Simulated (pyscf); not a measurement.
Four-centre exchange: H₃Si–NH–SiH₃ + HF → F–SiH₂–NH–SiH₃ + H₂

Gas phase, singlet surface, charge 0. Bonds broken: Si1–H12, H4–F11. Bonds formed: Si1–F11, H4–H12. Optimised with ωB97X-D3(BJ)/def2-SVP in PySCF.

Transition state (Å):

```xyz
12

Si    -1.8267     0.3933     1.0582
N     -0.1674     0.0661     0.7595
Si     0.4672    -0.6885    -0.6865
H     -2.0197     2.1312     1.5299
H     -2.6353    -0.2965     2.0905
H     -2.4214    -0.0377    -0.2527
H      0.4964     0.3552     1.4721
H      0.0266     0.0421    -1.9095
H      1.9541    -0.6431    -0.5881
H      0.0345    -2.1100    -0.8220
F     -1.3008     1.7104     2.4057
H     -2.5172     1.9339     0.7172
```

One imaginary mode, 1127i cm⁻¹; descent along it reached the two sides named.

| bond | change | reactant side (Å) | saddle | product side |
|---|---|---|---|---|
| Si1–H12 | breaks | 1.506 | 1.722 | 4.1 |
| H4–F11 | breaks | 0.928 | 1.209 | 2.456 |
| Si1–F11 | forms | 3.1 | 1.956 | 1.635 |
| H4–H12 | forms | 1.982 | 0.973 | 0.760 |

Electronic energies relative to the separated reactants (kJ/mol):

| level | barrier | reaction energy | reverse barrier |
|---|---|---|---|
| ωB97X-D3(BJ)/def2-TZVP | 99.2 | -138.9 | 238.1 |
| PBE/def2-TZVP | 74.3 | -134.8 | 209.0 |
| r²SCAN/def2-TZVP | 78.9 | -146.2 | 225.2 |
| B3LYP-D3(BJ)/def2-TZVP | 96.7 | -141.8 | 238.5 |
| PBE0-D3(BJ)/def2-TZVP | 90.4 | -131.4 | 221.8 |
| M06-2X/def2-TZVP | 103.6 | -148.2 | 251.7 |
| ωB97M-D3(BJ)/def2-TZVP | 97.4 | -139.1 | 236.5 |
| HF/def2-TZVP | 178.1 | -135.2 | 313.3 |

With ωB97M-D3(BJ)/def2-TZVP energies and thermal terms (ideal gas, 1 atm, RRHO with modes under 100 cm⁻¹ raised to 100, one conformer, R ln 2 for chiral ones without a mode under 150 cm⁻¹), in kJ/mol:

```json
[
 {"T (K)": "298", "ΔH‡": "93.6", "ΔG‡": "137.6", "ΔH": "-147.6", "ΔG": "-139.3"},
 {"T (K)": "600", "ΔH‡": "91.7", "ΔG‡": "183.2", "ΔH": "-145.4", "ΔG": "-131.7"},
 {"T (K)": "900", "ΔH‡": "92.2", "ΔG‡": "229.0", "ΔH": "-143.6", "ΔG": "-125.3"},
 {"T (K)": "1200", "ΔH‡": "93.8", "ΔG‡": "274.3", "ΔH": "-142.5", "ΔG": "-119.4"}
]
```

The same reactants have a lower exit, to F–SiH₃ + H₂N–SiH₃ (barrier +41.9 kJ/mol at ωB97M-D3(BJ)/def2-TZVP, against +97.4 kJ/mol here). One saddle was located; it need not be the lowest between these sides.
